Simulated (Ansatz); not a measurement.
`N=CF` + CH₃SH → `CSC=N` + H–F  (substitution at a C–F bond)

Computed with Ansatz on PBE0-D4/def2-TZVP structures; ΔE is electronic, products minus reactants. CCSD(T)/CBS adds triple-zeta CCSD(T) − MP2 to the extrapolated MP2 energy (def2 sets, frozen cores). This one scheme is used for every species. DFT in def2-TZVPP. Each species was taken in one conformer, which may not be the lowest.

Task: Is it downhill or uphill in electronic energy at CCSD(T)/CBS, and by how much? (Best estimate.)

Result: Ansatz gave: Downhill: ΔE = -9.3 kcal/mol.

Task: What do these levels give: BLYP-D4, r2SCANh-D4, PBE, revPBE, r2SCANh, BHLYP, CAM-B3LYP, RPA@PBE/def2-TZVPP, CCSD(T)/def2-TZVPP, HF/def2-QZVPP, SCS-MP2/def2-QZVPP, MP2/CBS(def2)? (Best estimate.)

Result: Ansatz gave: BLYP-D4 -7.3, r2SCANh-D4 -7.3, PBE -6.8, revPBE -5.9, r2SCANh -6.9, BHLYP -3.9, CAM-B3LYP -3.7, RPA@PBE/def2-TZVPP -6.0, CCSD(T)/def2-TZVPP -7.5, HF/def2-QZVPP -0.6, SCS-MP2/def2-QZVPP -9.1, MP2/CBS(def2) -12.4 kcal/mol.

Largest T1 diagnostic among the species: 0.013.

Leaving LDA and LC-ωPBE aside and taking each functional with its dispersion term where it has one, the values, not all of them listed here, spread over 4.6 kcal/mol, from revPBE-D4 to CAM-B3LYP-D4. LDA lies −1.5 kcal/mol from PBE without D4. At CCSD(T), def2-SVP lies +6.1 kcal/mol from the extrapolated value and def2-TZVPP +1.8 kcal/mol.
